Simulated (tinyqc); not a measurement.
Coupled-perturbed Hartree-Fock on RHF in the sto-3g basis, for BH2+, spin multiplicity 1, step by step. One step of it, computed by the program tinyqc.

Problem. Iteration 9 (converged): orbitals. Diagonalise F' = X^T F X, C = X C', fill 3 alpha and 3 beta electrons from the bottom; D = 2 C_occ C_occ^T. Each column has its largest component positive (the first on a tie).

converged F (hartree), order 1B 1s, 1B 2s, 1B 2px, 1B 2py, 1B 2pz, 2H 1s, 3H 1s:
$$\begin{pmatrix}
-7.910703 & -2.296947 & 0.000000 & 0.000457 & 0.008929 & -0.340675 & -0.380348 \\
-2.296947 & -1.402684 & 0.000000 & 0.006000 & -0.085740 & -0.560716 & -0.595443 \\
0.000000 & 0.000000 & -0.148916 & 0.000000 & 0.000000 & 0.000000 & 0.000000 \\
0.000457 & 0.006000 & 0.000000 & -0.556172 & 0.005296 & -0.441939 & 0.459132 \\
0.008929 & -0.085740 & 0.000000 & 0.005296 & -0.187337 & -0.165250 & -0.174887 \\
-0.340675 & -0.560716 & 0.000000 & -0.441939 & -0.165250 & -0.570125 & -0.072667 \\
-0.380348 & -0.595443 & 0.000000 & 0.459132 & -0.174887 & -0.072667 & -0.596113
\end{pmatrix}$$

X, order 1B 1s, 1B 2s, 1B 2px, 1B 2py, 1B 2pz, 2H 1s, 3H 1s:
$$\begin{pmatrix}
1.031220 & -0.158697 & 0.000000 & 0.000836 & -0.008007 & 0.023784 & 0.024872 \\
-0.158697 & 1.171408 & 0.000000 & -0.009685 & 0.065406 & -0.226259 & -0.247806 \\
0.000000 & 0.000000 & 1.000000 & 0.000000 & 0.000000 & 0.000000 & 0.000000 \\
0.000836 & -0.009685 & 0.000000 & 1.137623 & -0.004007 & -0.229214 & 0.246410 \\
-0.008007 & 0.065406 & 0.000000 & -0.004007 & 1.029991 & -0.105023 & -0.113429 \\
0.023784 & -0.226259 & 0.000000 & -0.229214 & -0.105023 & 1.142057 & -0.015009 \\
0.024872 & -0.247806 & 0.000000 & 0.246410 & -0.113429 & -0.015009 & 1.162974
\end{pmatrix}$$

Give: F' = X^T F X; orbital energies; coefficients C; D after iteration 9.

Solution.

F' = X^T F X (hartree):
$$\begin{pmatrix}
-7.7242 & -1.1654 & 0.0000 & 0.0008 & 0.0014 & -0.0070 & -0.0168 \\
-1.1654 & -0.7589 & 0.0000 & -0.0069 & 0.0136 & -0.3184 & -0.3393 \\
0.0000 & 0.0000 & -0.1489 & 0.0000 & 0.0000 & 0.0000 & 0.0000 \\
0.0008 & -0.0069 & 0.0000 & -0.2898 & -0.0006 & -0.3492 & 0.3654 \\
0.0014 & 0.0136 & 0.0000 & -0.0006 & -0.1384 & -0.1268 & -0.1362 \\
-0.0070 & -0.3184 & 0.0000 & -0.3492 & -0.1268 & -0.2862 & -0.0250 \\
-0.0168 & -0.3393 & 0.0000 & 0.3654 & -0.1362 & -0.0250 & -0.2794
\end{pmatrix}$$

orbital energies (hartree): MO1 -7.9151, MO2 -0.9265, MO3 -0.7790, MO4 -0.2193, MO5 -0.1489, MO6 0.1284, MO7 0.2347

coefficients C, order 1B 1s, 1B 2s, 1B 2px, 1B 2py, 1B 2pz, 2H 1s, 3H 1s:
$$\begin{pmatrix}
0.9924 & -0.2387 & -0.0121 & 0.1335 & 0.0000 & 0.1705 & 0.0311 \\
0.0285 & 0.7219 & 0.0439 & -0.5430 & 0.0000 & -0.8181 & -0.1625 \\
0.0000 & 0.0000 & 0.0000 & 0.0000 & 1.0000 & 0.0000 & 0.0000 \\
-0.0003 & -0.0253 & 0.5825 & -0.0031 & 0.0000 & -0.1530 & 1.0219 \\
0.0006 & 0.0922 & 0.0006 & 0.7924 & 0.0000 & -0.6641 & -0.1080 \\
-0.0044 & 0.2736 & 0.4174 & 0.2859 & 0.0000 & 0.8419 & -0.6166 \\
-0.0047 & 0.3131 & -0.3889 & 0.2702 & 0.0000 & 0.6201 & 0.8840
\end{pmatrix}$$

D after iteration 9, order 1B 1s, 1B 2s, 1B 2px, 1B 2py, 1B 2pz, 2H 1s, 3H 1s:
$$\begin{pmatrix}
2.0839 & -0.2891 & 0.0000 & -0.0025 & -0.0428 & -0.1494 & -0.1494 \\
-0.2891 & 1.0477 & 0.0000 & 0.0145 & 0.1332 & 0.4313 & 0.4176 \\
0.0000 & 0.0000 & 0.0000 & 0.0000 & 0.0000 & 0.0000 & 0.0000 \\
-0.0025 & 0.0145 & 0.0000 & 0.6799 & -0.0039 & 0.4724 & -0.4690 \\
-0.0428 & 0.1332 & 0.0000 & -0.0039 & 0.0170 & 0.0510 & 0.0572 \\
-0.1494 & 0.4313 & 0.0000 & 0.4724 & 0.0510 & 0.4981 & -0.1533 \\
-0.1494 & 0.4176 & 0.0000 & -0.4690 & 0.0572 & -0.1533 & 0.4986
\end{pmatrix}$$
